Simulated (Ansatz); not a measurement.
Conformers and stereoisomers of C₂Cl₂F₂ (`FC(Cl)=C(F)Cl`), each relaxed with PBE0-D4/def2-TZVP in Ansatz. CBS adds the triple-zeta coupled-cluster correction to the MP2 limit.

Not all of them had a frequency check.

Conformer A:

Cartesian coordinates in Å:
```
F -1.210 0.949 0.945
C -0.264 0.088 0.609
Cl 0.307 -0.870 1.880
C 0.163 0.027 -0.649
F -0.357 0.827 -1.564
Cl 1.361 -1.020 -1.221
```

Conformer B:

```xyz
6

F     1.625    0.405    0.538
C     0.629   -0.192   -0.090
Cl    1.089   -1.456   -1.119
C    -0.629    0.192    0.091
F    -1.625   -0.405   -0.538
Cl   -1.089    1.456    1.119
```

(1) Which is lowest in electronic energy at CCSD(T)/CBS (frozen core, def2 sets), and by how much? (An estimate is asked.)

(2) Give the energies relative to B (kJ/mol) with r2SCAN-D4/def2-TZVPP, PBE0-D4/def2-TZVPP, B2PLYP/def2-TZVPP, PBE/def2-TZVPP, B3LYP/def2-TZVPP, SCS-MP2/def2-TZVPP, CCSD(T)/def2-TZVPP. (An estimate is asked.)

Results:

(1) The calculation gave: B; A lies 1.5 kJ/mol higher. Gaps under about 2 kJ/mol don't settle the order.

(2) Computed: 
```csv
level,A
r2SCAN-D4/def2-TZVPP,2.9
PBE0-D4/def2-TZVPP,2.6
B2PLYP/def2-TZVPP,2.9
PBE/def2-TZVPP,2.8
B3LYP/def2-TZVPP,3.4
SCS-MP2/def2-TZVPP,2.3
CCSD(T)/def2-TZVPP,2.7
```

B3LYP here is the variant with VWN-RPA as its local correlation; programs differ in this.
